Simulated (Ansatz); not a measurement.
**Worked example: correlation energy of CCl⁺, triplet**

Geometry: that of the CCl, quartet, kept fixed.

```xyz
2

C     0.0000    0.0000    0.0000
Cl    0.0000    0.0000    1.6442
```

Basis cc-pVTZ; Ansatz 0.2.0. Only valence electrons are correlated (noble-gas cores frozen), which leaves 10 electrons in 58 orbitals. R marks a restricted (for open shells ROHF) determinant, U an unrestricted one.

Full CI isn't at hand for all of this; UCCSDT(Q) serves as the reference, and is uncertain by about the last step of the cluster series.

Runs differ by some tens of microhartree through their thresholds and, for an open shell, their frozen cores, so steps under 0.03 kcal/mol mean nothing.

```tsv
level	total energy (hartree)
UHF	-496.859187
UMP2	-497.114532
UCCSD	-497.142003
UCCSD(T)	-497.157589
UCCSDT	-497.159439
UCCSDT(Q)	-497.160595
```

**Question.** What is the correlation energy at UCCSDT(Q), and what share of it do UMP2 and UCCSD(T) recover?

**Answer.** E(corr) = -497.160595 − (-496.859187) = -0.301408 hartree = -8.202 eV. UMP2: -0.255345 / -0.301408 = 84.72 %. UCCSD(T): -0.298402 / -0.301408 = 99.00 %.

**Question.** By how many kcal/mol does UCCSD(T) miss UCCSDT(Q) (1 hartree = 627.509 kcal/mol), and which steps make up the rest?

**Answer.** -497.157589 − (-497.160595) = 0.003006 hartree = 1.89 kcal/mol. Steps: UCCSDT − UCCSD(T) = -1.16, UCCSDT(Q) − UCCSDT = -0.73 kcal/mol. Differences between like states or geometries often cancel part of this.
